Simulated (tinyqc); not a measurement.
RHF in the sto-6g basis, for H2O, spin multiplicity 1, step by step. One step of it, computed by the program tinyqc.

Question. Iteration 1: building the Fock matrix. J_ij = sum D_kl (ij|kl), K_ij = sum D_kl (ik|jl); F = H + J - 0.5 K; E = tr D H + tr D J / 2 - 0.25 tr D K + E_nn.

D at the start, lower triangle:
```
            1O 1s      1O 2s    1O 2px     1O 2py    1O 2pz     2H 1s     3H 1s
1O 1s    2.138407
1O 2s   -0.482920   2.096536
1O 2px   0.000000   0.000000  1.307598
1O 2py   0.000000   0.000000  0.000000   1.175761
1O 2pz   0.011083  -0.062259  0.000000   0.000000  1.259302
2H 1s   -0.013508   0.053343  0.000000   0.120728  0.061836  0.993405
3H 1s   -0.013508   0.053343  0.000000  -0.120728  0.061836  0.044257  0.993405
```

core Hamiltonian H = T + V (hartree), lower triangle:
```
             1O 1s      1O 2s     1O 2px     1O 2py     1O 2pz      2H 1s      3H 1s
1O 1s   -32.848866
1O 2s    -7.259438  -9.071849
1O 2px    0.000000   0.000000  -7.329382
1O 2py    0.000000   0.000000   0.000000  -7.443370
1O 2pz   -0.012147  -0.141563   0.000000   0.000000  -7.375516
2H 1s    -1.115712  -2.635082   0.000000  -1.657761  -1.086818  -4.352686
3H 1s    -1.115712  -2.635082   0.000000   1.657761  -1.086818  -0.768776  -4.352686
```

Two-electron integrals (ij|kl) in chemists' order, unique and non-zero (hartree):
```
(11|11) 4.787491    (21|11) 0.675884    (21|21) 0.121505    (22|11) 1.117379
(22|21) 0.249212    (22|22) 0.817383    (31|31) 0.025762    (32|31) 0.039145
(32|32) 0.180664    (33|11) 1.117381    (33|21) 0.249212    (33|22) 0.817382
(33|33) 0.880663    (41|41) 0.025762    (42|41) 0.039145    (42|42) 0.180664
(43|43) 0.047461    (44|11) 1.117381    (44|21) 0.249212    (44|22) 0.817382
(44|33) 0.785741    (44|44) 0.880663    (51|51) 0.025762    (52|51) 0.039145
(52|52) 0.180664    (53|53) 0.047461    (54|54) 0.047461    (55|11) 1.117381
(55|21) 0.249212    (55|22) 0.817382    (55|33) 0.785741    (55|44) 0.785741
(55|55) 0.880663    (61|11) 0.109786    (61|21) 0.018930    (61|22) 0.038019
(61|33) 0.037938    (61|41) 0.000784    (61|42) 0.001537    (61|44) 0.038110
(61|51) 0.000499    (61|52) 0.000978    (61|54) 0.000110    (61|55) 0.038008
(61|61) 0.003006    (62|11) 0.284861    (62|21) 0.064511    (62|22) 0.236560
(62|33) 0.232520    (62|41) 0.004377    (62|42) 0.033229    (62|44) 0.241148
(62|51) 0.002785    (62|52) 0.021139    (62|54) 0.005489    (62|55) 0.236012
(62|61) 0.010121    (62|62) 0.087769    (63|31) 0.006926    (63|32) 0.039777
(63|43) 0.006749    (63|53) 0.004293    (63|63) 0.011937    (64|11) 0.180861
(64|21) 0.041514    (64|22) 0.162296    (64|33) 0.155158    (64|41) 0.009342
(64|42) 0.060910    (64|44) 0.174290    (64|51) 0.001537    (64|52) 0.013444
(64|54) 0.007878    (64|55) 0.157439    (64|61) 0.006788    (64|62) 0.073175
(64|64) 0.072181    (65|11) 0.115059    (65|21) 0.026410    (65|22) 0.103249
(65|33) 0.098708    (65|41) 0.001537    (65|42) 0.013444    (65|44) 0.102293
(65|51) 0.007904    (65|52) 0.048330    (65|54) 0.009029    (65|55) 0.108745
(65|61) 0.004318    (65|62) 0.046552    (65|64) 0.038326    (65|65) 0.036319
(66|11) 0.450936    (66|21) 0.104012    (66|22) 0.437911    (66|33) 0.421214
(66|41) 0.008522    (66|42) 0.090182    (66|44) 0.456872    (66|51) 0.005421
(66|52) 0.057372    (66|54) 0.022685    (66|55) 0.435645    (66|61) 0.016450
(66|62) 0.213094    (66|64) 0.202351    (66|65) 0.128731    (66|66) 0.774999
(71|11) 0.109786    (71|21) 0.018930    (71|22) 0.038019    (71|33) 0.037938
(71|41) -0.000784   (71|42) -0.001537   (71|44) 0.038110    (71|51) 0.000499
(71|52) 0.000978    (71|54) -0.000110   (71|55) 0.038008    (71|61) 0.002954
(71|62) 0.009731    (71|64) 0.005991    (71|65) 0.004157    (71|66) 0.015645
(71|71) 0.003006    (72|11) 0.284861    (72|21) 0.064511    (72|22) 0.236560
(72|33) 0.232520    (72|41) -0.004377   (72|42) -0.033229   (72|44) 0.241148
(72|51) 0.002785    (72|52) 0.021139    (72|54) -0.005489   (72|55) 0.236012
(72|61) 0.009731    (72|62) 0.067660    (72|64) 0.039619    (72|65) 0.034816
(72|66) 0.129853    (72|71) 0.010121    (72|72) 0.087769    (73|31) 0.006926
(73|32) 0.039777    (73|43) -0.006749   (73|53) 0.004293    (73|63) 0.008793
(73|73) 0.011937    (74|11) -0.180861   (74|21) -0.041514   (74|22) -0.162296
(74|33) -0.155158   (74|41) 0.009342    (74|42) 0.060910    (74|44) -0.174290
(74|51) -0.001537   (74|52) -0.013444   (74|54) 0.007878    (74|55) -0.157439
(74|61) -0.005991   (74|62) -0.039619   (74|64) -0.015086   (74|65) -0.020002
(74|66) -0.070558   (74|71) -0.006788   (74|72) -0.073175   (74|74) 0.072181
(75|11) 0.115059    (75|21) 0.026410    (75|22) 0.103249    (75|33) 0.098708
(75|41) -0.001537   (75|42) -0.013444   (75|44) 0.102293    (75|51) 0.007904
(75|52) 0.048330    (75|54) -0.009029   (75|55) 0.108745    (75|61) 0.004157
(75|62) 0.034816    (75|64) 0.020002    (75|65) 0.026393    (75|66) 0.072365
(75|71) 0.004318    (75|72) 0.046552    (75|74) -0.038326   (75|75) 0.036319
(76|11) 0.076396    (76|21) 0.017462    (76|22) 0.069047    (76|33) 0.067623
(76|44) 0.069137    (76|51) 0.001210    (76|52) 0.010783    (76|55) 0.070380
(76|61) 0.002700    (76|62) 0.024802    (76|64) 0.018071    (76|65) 0.014823
(76|66) 0.061664    (76|71) 0.002700    (76|72) 0.024802    (76|74) -0.018071
(76|75) 0.014823    (76|76) 0.008773    (77|11) 0.450936    (77|21) 0.104012
(77|22) 0.437911    (77|33) 0.421214    (77|41) -0.008522   (77|42) -0.090182
(77|44) 0.456872    (77|51) 0.005421    (77|52) 0.057372    (77|54) -0.022685
(77|55) 0.435645    (77|61) 0.015645    (77|62) 0.129853    (77|64) 0.070558
(77|65) 0.072365    (77|66) 0.270780    (77|71) 0.016450    (77|72) 0.213094
(77|74) -0.202351   (77|75) 0.128731    (77|76) 0.061664    (77|77) 0.774999
```

nuclear repulsion = 7.61391172 hartree

Give: Coulomb J; exchange K; Fock matrix F; total energy of this density.

Answer.

Coulomb J (hartree), lower triangle:
```
          1O 1s   1O 2s  1O 2px   1O 2py  1O 2pz   2H 1s   3H 1s
1O 1s   17.1827
1O 2s    3.0307  7.9501
1O 2px   0.0000  0.0000  7.9170
1O 2py   0.0000  0.0000  0.0000   7.9875
1O 2pz   0.0098  0.1162  0.0000   0.0000  7.9457
2H 1s    0.4766  2.3212  0.0000   1.6040  1.0488  4.5823
3H 1s    0.4766  2.3212  0.0000  -1.6040  1.0488  0.6891  4.5823
```

exchange K (hartree), lower triangle:
```
         1O 1s   1O 2s  1O 2px   1O 2py  1O 2pz   2H 1s   3H 1s
1O 1s   9.9408
1O 2s   1.5416  2.6576
1O 2px  0.0000  0.0000  1.7001
1O 2py  0.0000  0.0000  0.0000   1.7940
1O 2pz  0.0095  0.0888  0.0000   0.0000  1.7386
2H 1s   0.2750  0.9648  0.0000   0.5395  0.3726  1.1923
3H 1s   0.2750  0.9648  0.0000  -0.5395  0.3726  0.3105  1.1923
```

Fock matrix F (hartree), lower triangle:
```
           1O 1s    1O 2s   1O 2px   1O 2py   1O 2pz    2H 1s    3H 1s
1O 1s   -20.6365
1O 2s    -4.9996  -2.4506
1O 2px    0.0000   0.0000  -0.2624
1O 2py    0.0000   0.0000   0.0000  -0.3529
1O 2pz   -0.0071  -0.0698   0.0000   0.0000  -0.2991
2H 1s    -0.7766  -0.7962   0.0000  -0.3235  -0.2243  -0.3666
3H 1s    -0.7766  -0.7962   0.0000   0.3235  -0.2243  -0.2349  -0.3666
```

total energy of this density = -75.785560 hartree

This density is the starting one; it is not idempotent, so its energy is not variational and may lie below the converged one.
